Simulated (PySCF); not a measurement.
The dipole of `N#CC/C=C/F` from its density and from atomic charges.

Coordinates (PBE0-D3(BJ)/def2-SVP, Å) and charges (e) from the PBE0/pcSseg-1 density (PySCF):

```tsv
atom	x	y	z	Mulliken	IAO	Hirshfeld	ESP-fitted
N1	-2.626	1.424	0.529	-0.2456	-0.2390	-0.2239	-0.4701
C2	-1.927	0.532	0.298	+0.0672	+0.1364	+0.0815	+0.4234
C3	-1.033	-0.592	0.022	-0.1944	-0.2865	-0.0330	-0.3426
C4	0.315	-0.434	0.662	-0.2392	-0.2038	-0.0654	-0.1551
C5	1.435	-0.395	-0.051	+0.2558	+0.1599	+0.0509	-0.0287
F6	2.630	-0.276	0.508	-0.2581	-0.2520	-0.0724	-0.1265
H7	-1.531	-1.509	0.383	+0.1892	+0.1871	+0.0711	+0.1697
H8	-0.940	-0.698	-1.071	+0.1711	+0.1785	+0.0705	+0.1605
H9	0.372	-0.347	1.750	+0.1485	+0.1702	+0.0585	+0.1830
H10	1.481	-0.461	-1.144	+0.1055	+0.1493	+0.0623	+0.1863
```

Task: Form Σ q r in debye for every column and set it beside the full dipole.

Result: The full density gives (1.39, -3.05, -1.40) D, 3.63 D in size; dipole vectors point from the negative to the positive end.

| scheme | μx | μy | μz | size (D) | share of the full size (%) | angle to the full dipole (°) |
| --- | --- | --- | --- | --- | --- | --- |
| Mulliken | 0.43 | -3.03 | -1.86 | 3.58 | 99 | 17 |
| IAO | -0.03 | -2.58 | -1.71 | 3.10 | 85 | 25 |
| Hirshfeld | 1.28 | -2.08 | -0.94 | 2.61 | 72 | 7 |
| ESP-fitted | 1.36 | -3.10 | -1.42 | 3.67 | 101 | 1 |

Task: Which set comes closest?

Result: Length of the difference vector: ESP-fitted 0.06 D, Mulliken 1.06 D, Hirshfeld 1.08 D, IAO 1.53 D. Closest: ESP-fitted. 

Task: What is left for the Hirshfeld atoms' own dipoles?

Result: The Hirshfeld atoms' densities add up to the full density, so μ = Σ q r + Σ (atomic dipoles). The atomic dipoles sum to (1.39, -3.05, -1.40) − (1.28, -2.08, -0.94) = (0.11, -0.97, -0.46) D, 1.08 D in size.

Task: With the origin at the mean of the coordinates, (-0.182, -0.276, 0.188) Å, which are the largest single terms, by size, of the Mulliken dipole along the direction of the full one?

Result: N1 +2.94, F6 -1.18, C5 +1.00, H10 +0.66, H8 +0.45 D; all 10 atoms together +3.43 D. The single terms depend on the origin, their sum doesn't.

Task: Give the size of the full dipole in other units.

Result: 3.63 D = 1.430 au = 0.757 e·Å = 12.12 × 10⁻³⁰ C·m.

Geometry: PBE0-D3(BJ)/def2-SVP, one conformer, isolated molecule.

The values belong to the conformer `[N:1]#[C:2][CH2:3]/[CH:4]=[CH:5]/[F:6]`: C2–C3–C4–C5 -120°.
